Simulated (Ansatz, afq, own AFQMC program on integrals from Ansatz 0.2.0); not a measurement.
Where AFQMC and coupled cluster stand for MgSi, singlet

```xyz
2

Si    0.0000    0.0000    0.0000
Mg    0.0000    0.0000    2.5324
```

Basis cc-pVDZ. Only valence electrons are correlated. Ansatz 0.2.0 and our own AFQMC program on the same integrals; the CISD trial comes from CCSD amplitudes, and released means the phaseless constraint is let go. Uncertainties: one standard error, sampling alone.

Determinant: RHF, the one that the program's search chose, which needn't be the lowest solution. The geometry is a PBE0/def2-TZVP stationary point of this or a neighbouring charge and spin state.

Full CI on the same integrals is exact in this basis and with this determinant's frozen core.

Cautions: another spin lies lower (by 845 meV); restricted determinant unstable towards unrestricted (UHF 1.47 eV lower, ⟨S²⟩ 1.69); strong correlation (T1 0.036, weight of the determinant 0.80, largest double 0.20); the CCSDT(Q) amplitudes may be one of several solutions (largest double 0.66); the CCSDTQ amplitudes may be one of several solutions (largest double 0.86); the ph-AFQMC/CISD walk drifts between its halves (2.9 errors); the released energy hasn't reached full CI (108 meV above it at 2.40 1/Eh), so no released level is given (meV from the phaseless value at times in 1/Eh: -6 ± 11 at 0.24, -7 ± 12 at 0.51, -26 ± 11 at 0.99, -53 ± 10 at 1.62, -58 ± 16 at 2.40); the determinant fills πx and πy unequally, so it mixes two states of the linear molecule, and each level undoes that mixture to a different degree, while full CI gives the lower state; CCSDTQ on the UHF determinant differs (850 meV lower), perhaps since the unrestricted series falls towards higher spin.

```
T1 diagnostic                               : 0.0357
weight of the determinant in the CISD state : 0.803
size of the correlated space                : 6 electrons in 26 orbitals
```

```csv
level,correlation energy (eV)
MP2,-2.7458
CCSD,-3.5640
CCSD(T),-3.7728
```

**Question.** Estimate where phaseless AFQMC with the Hartree–Fock trial lies against CCSD(T) on the same integrals.

**Answer.** 10.9 ± 39.8 meV above CCSD(T). The gap is under twice the noise, so this walk alone can't tell the two apart.

Reference: full CI, correlation energy -3.982 eV. The cautions show a poor starting determinant, so the rows tell how each method copes with it here, and full CI is the sure value.

| level | E − E(reference) (meV) | share of correlation (%) |
| --- | --- | --- |
| CCSD(T) | 209.7 | 94.74 |
| CCSDT | 76.6 | 98.08 |
| CCSDT(Q) | 4.4 | 99.89 |
| CCSDTQ | 2.6 | 99.93 |
| ph-AFQMC/HF | 220.6 ± 39.8 | 94.46 |
| ph-AFQMC/CISD | 165.6 ± 10.2 | 95.84 |

CCSDT and higher add their correlation energy to the determinant of the CCSD(T) run, since their own runs factorise the integrals more tightly (a shift of under 2 meV).
